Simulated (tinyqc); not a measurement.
Worked calculation: UHF in the sto-3g basis, for OH+, spin multiplicity 3. Computed by tinyqc, a small Python program that keeps every step (integrals from PySCF). Settings: charge = 1, multiplicity = 3, basis = sto-3g, energy threshold = 1e-08, iteration cap = 87, orthogonalisation = canonical, start = core, DIIS depth = 6, method = UHF. Command: `OMP_NUM_THREADS=1 python tinyqc.py 25784 25785 out.jsonl` (the two numbers bound the seeds that draw the settings). One thread of a shared host (Intel(R) Xeon(R) Processor @ 2.60GHz), about 0.7 s of CPU time with the checks.

Geometry (angstrom):
```
atom,x,y,z
O,0.000000,0.000000,0.000000
H,0.000000,0.000000,1.923000
```

Stop when the energy changes by less than 1e-08 hartree and every element of the error matrix X^T (F D S - S D F) X (for each spin) is below 3e-05.

Course of the cycle:
```
iteration,E (hartree),change,largest element of the error matrix
1,-73.79999249,-,6.04e-02
2,-73.88348703,-8.35e-02,5.78e-02
3,-73.90485767,-2.14e-02,4.62e-02
4,-73.91005274,-5.20e-03,3.24e-02
5,-73.87858679,3.15e-02,3.01e-02
6,-73.87507150,3.52e-03,3.16e-02
7,-73.93441778,-5.93e-02,4.80e-02
8,-73.93202185,2.40e-03,6.78e-02
9,-73.88119143,5.08e-02,4.79e-02
10,-73.89188513,-1.07e-02,2.21e-02
11,-73.92776689,-3.59e-02,6.79e-02
12,-73.88768295,4.01e-02,7.88e-03
13,-73.88756177,1.21e-04,9.20e-03
14,-73.88486467,2.70e-03,1.02e-02
...,...,...,...
74,-73.89139859,-3.99e-03,1.39e-02
75,-73.88830035,3.10e-03,7.02e-03
76,-73.89000491,-1.70e-03,1.02e-02
77,-73.88834487,1.66e-03,7.07e-03
78,-73.88850179,-1.57e-04,7.18e-03
79,-73.88470812,3.79e-03,1.22e-02
80,-73.88454180,1.66e-04,1.24e-02
81,-73.88538249,-8.41e-04,1.06e-02
82,-73.88699508,-1.61e-03,7.85e-03
83,-73.88456286,2.43e-03,1.20e-02
84,-73.88588240,-1.32e-03,9.00e-03
85,-73.88897515,-3.09e-03,6.69e-03
86,-73.88562125,3.35e-03,9.47e-03
87,-73.88684965,-1.23e-03,7.10e-03
```

Can the last value be used, and what does the course show?

Not by the stop rule. Not converged within the cap of 87 iterations: the residual wanders without falling. Reruns (cap 100 unless said): DIIS 8: converged in 17; damping 0.5: converged in 52; level shift 0.5: converged in 56; atomic densities as start, DIIS 8: converged in 20; the original settings with a cap of 400: not converged. PySCF UHF in the same basis, after a stability check = -73.88785644 hartree.
